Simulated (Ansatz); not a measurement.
Two shapes of triplet CH3BO.

Shape 1:

```xyz
6

B    -0.1431    0.5325    1.2725
C     0.0239   -0.0879   -0.2128
O     0.1448   -0.5001   -1.2280
H     0.4293    1.5975    1.1788
H    -1.3446    0.6092    1.4128
H     0.4060   -0.2824    1.9821
```

Shape 2:

```xyz
6

B    -0.1410    0.5363    1.2718
C     0.0259   -0.0850   -0.2136
O     0.1396   -0.5080   -1.2252
H     0.4289    1.6029    1.1893
H    -1.3435    0.6068    1.4069
H     0.4065   -0.2842    1.9762
```

Basis set: def2-SVP (spherical functions). Correlated methods keep 3 orbitals frozen. Charge 0, multiplicity 3.

Computed with Ansatz (development build ahead of 0.2.0); each method stands on the lowest determinant of its kind that the runs found.

(1) Which shape is lower in energy, and by how much in each method?

Results:

(1)

| method | E(2) − E(1) (eV) |
| --- | --- |
| UHF | 0.017 |
| UHF-CCSD(T) | 0.008 |

Shape 1 is lower. Caution: another spin multiplicity may lie lower; the determinant breaks the point group.
